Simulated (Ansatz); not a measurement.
# CH4O (SMILES CO): single points off equilibrium

One table from this session's results is given with a row withheld; the runs are named, their logs left out.

Program: Ansatz 0.2.0, Gaussian basis. Level of theory: single points in def2-TZVPP. These are calculated values, not measurements.

Cores are frozen in the correlated methods.

## The system as given

6 atoms, charge 0, spin multiplicity 1.

Atoms are counted from 1 here; the program's logs count them from 0.

Bond lengths: C1–O2 1.443 Å, C1–H3 1.054 Å, C1–H4 1.205 Å, C1–H5 1.121 Å, O2–H6 1.079 Å. Angles: O2–C1–H3 108.7°, O2–C1–H4 109.1°, O2–C1–H5 112.5°, H3–C1–H4 111.8°, H3–C1–H5 107.7°, H4–C1–H5 107.0°, C1–O2–H6 107.5°.

Coordinates:

```
C    -0.1766   -0.2236   -0.2695
O    -0.2279    0.3024    1.0735
H    -0.9700   -0.9057   -0.3966
H     0.8952   -0.7447   -0.4478
H    -0.2861    0.5762   -1.0469
H     0.5817    1.0081    1.1763
```

The first run:

File run/in.yaml:

```yaml
crystal:
  periodic: [false, false, false]
  atoms:
    - {symbol: C, position_ang: [-0.176600, -0.223600, -0.269500]}
    - {symbol: O, position_ang: [-0.227900, 0.302400, 1.073500]}
    - {symbol: H, position_ang: [-0.970000, -0.905700, -0.396600]}
    - {symbol: H, position_ang: [0.895200, -0.744700, -0.447800]}
    - {symbol: H, position_ang: [-0.286100, 0.576200, -1.046900]}
    - {symbol: H, position_ang: [0.581700, 1.008100, 1.176300]}
basis:
  gaussian: {orbitals: def2-TZVPP}
correlation: {method: ccsd_t}
output: {forces: true}
```

The command line of these runs was not kept.

Among the steps run: CCSD(T)/def2-TZVPP; PBE0-D4/def2-TZVPP; wB97M-V/def2-TZVPP; r2SCAN-D4/def2-TZVPP; PBE-D4/def2-TZVPP; wB97X-V/def2-TZVPP; BHLYP-D4/def2-TZVPP.

One of the session's tables, all rows but one given; the rest of the session is left out.

| method | RMS force component (eV/Å) | angle to CCSD(T) forces (°) | dipole (D) |
| --- | --- | --- | --- |
| CCSD(T) | 1.718 | reference | 1.65 |
| PBE0-D4 | ? | ? | ? |
| wB97M-V | 1.739 | 2.3 | 1.66 |
| r2SCAN-D4 | 1.687 | 1.7 | 1.60 |
| PBE-D4 | 1.580 | 5.3 | 1.56 |
| wB97X-V | 1.760 | 2.5 | 1.68 |
| BHLYP-D4 | 1.894 | 7.3 | 1.74 |

**Question.** Estimate the row for PBE0-D4.

As computed: RMS force component (eV/Å): 1.756; angle to CCSD(T) forces (°): 4.8; dipole (D): 1.65. In the column «RMS force component (eV/Å)» it lies between wB97M-V (1.739) and wB97X-V (1.760).
